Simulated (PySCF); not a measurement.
Molfile (atoms numbered from 1):
```
C5H10S
     RDKit          3D

 16 16  0  0  0  0  0  0  0  0999 V2000
    2.3120    0.2957    1.1094 S   0  0  0  0  0  0  0  0  0  0  0  0
    1.7437   -0.8727   -0.1671 C   0  0  0  0  0  0  0  0  0  0  0  0
    0.2413   -1.1095   -0.2150 C   0  0  0  0  0  0  0  0  0  0  0  0
   -0.5667    0.0908   -0.6391 C   0  0  0  0  0  0  0  0  0  0  0  0
   -2.0312    0.1578   -0.3219 C   0  0  0  0  0  0  0  0  0  0  0  0
   -1.0748    1.0758    0.3776 C   0  0  0  0  0  0  0  0  0  0  0  0
    1.7077    1.3907    0.6032 H   0  0  0  0  0  0  0  0  0  0  0  0
    2.2686   -1.8091    0.0768 H   0  0  0  0  0  0  0  0  0  0  0  0
    2.1226   -0.5458   -1.1485 H   0  0  0  0  0  0  0  0  0  0  0  0
   -0.1044   -1.4544    0.7741 H   0  0  0  0  0  0  0  0  0  0  0  0
    0.0512   -1.9383   -0.9212 H   0  0  0  0  0  0  0  0  0  0  0  0
   -0.2708    0.5118   -1.6078 H   0  0  0  0  0  0  0  0  0  0  0  0
   -2.7074    0.5796   -1.0698 H   0  0  0  0  0  0  0  0  0  0  0  0
   -2.4604   -0.6676    0.2538 H   0  0  0  0  0  0  0  0  0  0  0  0
   -0.8434    0.8763    1.4274 H   0  0  0  0  0  0  0  0  0  0  0  0
   -1.0882    2.1374    0.1153 H   0  0  0  0  0  0  0  0  0  0  0  0
  1  2  1  0
  2  3  1  0
  3  4  1  0
  4  5  1  0
  5  6  1  0
  6  4  1  0
  1  7  1  0
  2  8  1  0
  2  9  1  0
  3 10  1  0
  3 11  1  0
  4 12  1  0
  5 13  1  0
  5 14  1  0
  6 15  1  0
  6 16  1  0
M  END
```

Geometry: PBE0-D3(BJ)/def2-SVP; GIAO absolute shieldings from PySCF 2.14, gas phase, non-relativistic, averaged over equivalent atoms.

At PBE0/6-31G (78 basis functions, 7.3 s wall time on 1 thread of an Arm Neoverse V1, shared host):
| atoms | σ (ppm) |
| --- | --- |
| S1 | 645.3 |
| C3 | 161.6 |
| C2 | 169.2 |
| C4 | 188.9 |
| C5/C6 | 192.5 |
| H8/H9 | 30.07 |
| H10/H11 | 31.03 |
| H7 | 31.31 |
| H13/H16 | 31.99 |
| H14/H15 | 32.10 |
| H12 | 32.16 |

Q: Estimate the result of repeating the calculation with PBE0/6-311+G(2d,p).

A: 
| atoms | σ at PBE0/6-311+G(2d,p) | change |
| --- | --- | --- |
| S1 | 582.4 | -62.9 |
| C3 | 146.6 | -15.0 |
| C2 | 153.9 | -15.3 |
| C4 | 175.3 | -13.6 |
| C5/C6 | 181.1 | -11.4 |
| H8/H9 | 28.88 | -1.19 |
| H10/H11 | 30.00 | -1.03 |
| H7 | 29.38 | -1.93 |
| H13/H16 | 31.08 | -0.91 |
| H14/H15 | 31.26 | -0.84 |
| H12 | 31.20 | -0.96 |

The largest change is at S1 (thiol sulfur). Cost: 230 basis functions, 29 s wall time on 1 thread of an Arm Neoverse V1, shared host. The order of the carbon signals is the same at both levels.
